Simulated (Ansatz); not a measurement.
`BCB` + `O[SiH3]` → `BO[SiH3]` + `BC` at 600 K and 1 bar (ligand exchange at a B–C bond).

Program: Ansatz. Geometries: PBE0-D4/def2-TZVP. ΔE: electronic, gas phase. CCSD(T)/CBS is the MP2 limit (def2-TZVPP, def2-QZVPP) plus CCSD(T) − MP2 in def2-TZVPP, frozen cores. This one scheme is used for every species.

```tsv
species	CCSD(T)/CBS energy (Eh)	H − E (kJ/mol)	S (J/(mol·K))
`BCB`	-91.21084	222.9	350.8
`O[SiH3]`	-366.69042	135.7	307.9
`BO[SiH3]`	-392.11480	178.4	358.6
`BC`	-65.83255	180.5	296.9
```

H − E and S are ideal-gas, rigid-rotor, harmonic terms from PBE0-D4/def2-TZVP. 1 Eh = 2625.50 kJ/mol, R = 8.31446 J/(mol·K).

Problem. By hand: ΔE, ΔH, ΔS and ΔG.

Solution. ΔE = (-392.11480) + (-65.83255) − (-91.21084) − (-366.69042) = -0.04609 Eh = -121.0 kJ/mol. Δ(H − E) = 178.4 + 180.5 − 222.9 − 135.7 = 0.3, so ΔH = -120.7 kJ/mol. ΔS = 358.6 + 296.9 − 350.8 − 307.9 = -3.2 J/(mol·K). ΔG = -120.7 − 600 × (-3.2)/1000 = -118.8 kJ/mol.

Problem. By hand: the equilibrium constant, and the temperature at which ΔG would vanish if ΔH and ΔS stayed fixed.

Solution. log₁₀ K = −ΔG/(RT ln 10) = 10.3. ΔG = 0 at ΔH/ΔS = 37719 K, far beyond where these terms or the molecules hold.

The number of gas molecules stays the same, so ΔS is small and ΔH decides. A doubt of 5 kJ/mol in ΔE shifts log₁₀ K by 0.4 here. These are equilibria of isolated gas molecules and say nothing of rates. Largest T1 diagnostic: 0.013 (customary marks: 0.02 for closed shells, 0.045 for open ones).
